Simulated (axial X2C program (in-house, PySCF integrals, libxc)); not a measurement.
# Bond lengths and stretching modes, held linear, of AlCN⁺

Computed with an axial X2C code built on PySCF integrals: two-component X2C with atomic mean-field Coulomb and Gaunt terms, Gaussian nuclei, basis Al dyall-v3z, C dyall-v3z, N dyall-av3z with contracted cores. Spin-free rows use the one-electron spin-free X2C Hamiltonian.

Masses Al 26.982, C 12.000, N 14.003 u. States: 2c Ω = 1/2 (beyond evenly filled blocks: ω = 1/2); spin-free M_S = 1/2, Λ = 0 (beyond evenly filled blocks: σα).

HF, 2c: energies above the lowest point

```csv
r(Al–C) (Å),r(C–N) (Å),E (meV)
1.8418,1.1290,14.56
1.8418,1.1580,28.74
1.8418,1.1869,104.71
1.8890,1.1290,0.00
1.8890,1.1580,16.64
1.8890,1.1869,96.02
1.8890,1.2159,217.71
1.9362,1.1290,28.89
1.9362,1.1580,47.44
1.9362,1.1869,129.70
1.9835,1.1580,112.89
1.9835,1.2159,324.60
```

Question: Fit a quadratic surface with cubic terms in each bond: where is the minimum, and what are the two stretching wavenumbers?

Answer: At HF, 2c: bonds 1.879 and 1.137 Å; harmonic stretches 628.1 and 2020.1 cm⁻¹; force constants 3.22, 14.9 and coupling 0.31 mdyn/Å.

The other levels and Hamiltonians give:

```csv
Hamiltonian,level,r(Al–C) (Å),r(C–N) (Å),lower stretch (cm⁻¹),upper stretch (cm⁻¹)
2c,PBE0,1.887,1.156,589.0,2290.1
2c,TPSSh,1.896,1.162,574.9,2238.1
spin-free,PBE0,1.887,1.156,589.1,2290.2
spin-free,HF,1.879,1.137,628.1,2018.6
spin-free,TPSSh,1.896,1.162,575.0,2238.1
```

Each state is one determinant, the lowest of a limited PBE0 search; the stretches come from a fit to these few points and carry an uncertainty of a few per cent. Other orders of the atoms were not compared. Left out for rough or failed fits: MP2 2c, MP2 spin-free. The molecule was held linear; bending was not examined, so a bent shape may lie lower.
